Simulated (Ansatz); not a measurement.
## One element changed: atomization energies of HOC, HOSi, HOGe

Ansatz 0.2.0, basis cc-pVTZ; geometries are PBE0/def2-TZVP minima. Wave-function levels freeze the cores with the filled d shells of p-block atoms; HF, MP2 and coupled cluster are restricted for singlets and unrestricted otherwise, atoms included, restricted open-shell where a d shell is frozen. The reference is CCSDT(Q) (coupled cluster only where its series has nearly closed). An error is the level's value less the reference. None of these values is a measured one. Energies are electronic, without zero-point terms. No spin–orbit coupling and no scalar relativity. The species are chosen: bound, without strong static correlation by their natural occupations or amplitudes, in their lowest spin state as far as vertical gaps and like structures tell, and with a ladder that closes on the reference, so errors are smaller than for species at large; levels whose determinant breaks symmetry or spin markedly are left out.

```tsv
species	bonds (Å)	quantity	symmetry of the states	reference	value (kcal/mol)	error CCSD	error CCSD(T)	error CCSDT
HOSi, doublet	O–Si 1.650, O–H 0.962, angle at O 119°	atomization	A'	CCSDT(Q)	216.5	-4.8	-0.1	-0.4
HOGe, doublet	O–Ge 1.786, O–H 0.962, angle at O 115°	atomization	A'	CCSDT(Q)	200.8	-5.3	-0.1	-0.4
```

Question: One member is withheld: HOC, doublet (C–O 1.265, O–H 0.984, angle at O 114°), where CCSD gives 222.6 kcal/mol for the atomization. Estimate from the other members what CCSDT(Q) gives.

Answer: The errors of CCSD for the others average -5.0 kcal/mol; taking that off gives 227.6, which misses by 1.3, against 6.3 without the correction. The computed value at CCSDT(Q) is 228.9 kcal/mol. Errors against it: CCSD -6.2, CCSD(T) -0.3, CCSDT -0.4.

The reference falls from C to Ge, by 28.1 kcal/mol in all.
